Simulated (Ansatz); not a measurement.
# H5NSi: the cost of one run

All numbers below are computed with Ansatz 0.2.0 (RKS PBE0-D4/def2-SVP).

## 1. The starting structure

Bond lengths: Si1–H2 1.460 Å, Si1–H3 1.460 Å, Si1–H4 1.459 Å, Si1–N5 1.819 Å, N5–H6 1.060 Å, N5–H7 1.060 Å. Angles: H2–Si1–H3 109.5°, H2–Si1–H4 109.5°, H2–Si1–N5 109.5°, H3–Si1–H4 109.5°, H3–Si1–N5 109.5°, H4–Si1–N5 109.5°, Si1–N5–H6 120.0°, Si1–N5–H7 120.0°, H6–N5–H7 120.0°.

Structure file:

```xyz
7

Si    0.0000    0.0000    0.0000
H     0.0000    0.0000    1.4600
H     1.3768    0.0000   -0.4862
H    -0.6877    1.1914   -0.4862
N    -0.8572   -1.4851   -0.6061
H    -1.3922   -2.1014    0.0704
H    -0.8219   -1.7344   -1.6357
```

## 2. Preparing the start

Contents of input.yaml:

```yaml
crystal:
  periodic: [false, false, false]
  atoms:
    - { symbol: Si, position_ang: [0.0, 0.0, 0.0] }
    - { symbol: H, position_ang: [0.0, 0.0, 1.46] }
    - { symbol: H, position_ang: [1.3768, 0.0, -0.4862] }
    - { symbol: H, position_ang: [-0.6877, 1.1914, -0.4862] }
    - { symbol: "N", position_ang: [-0.8572, -1.4851, -0.6061] }
    - { symbol: H, position_ang: [-1.3922, -2.1014, 0.0704] }
    - { symbol: H, position_ang: [-0.8219, -1.7344, -1.6357] }
basis:
  gaussian: { orbitals: def2-SVP }
hamiltonian:
  xc: pbe0
  dispersion: d4
relax:
  f_tol: 0.02
  max_steps: 40
```

On the command line:

```console
$ ansatz run input.yaml --threads 1 --pin off --max-ram 2048MiB --backend cpu --events-out ev --progress --plain --runs-dir out
```

What time and memory should one allow on 1 thread of Arm Neoverse V2, shared host?

About 10 s, with a peak of 0.11 GiB.
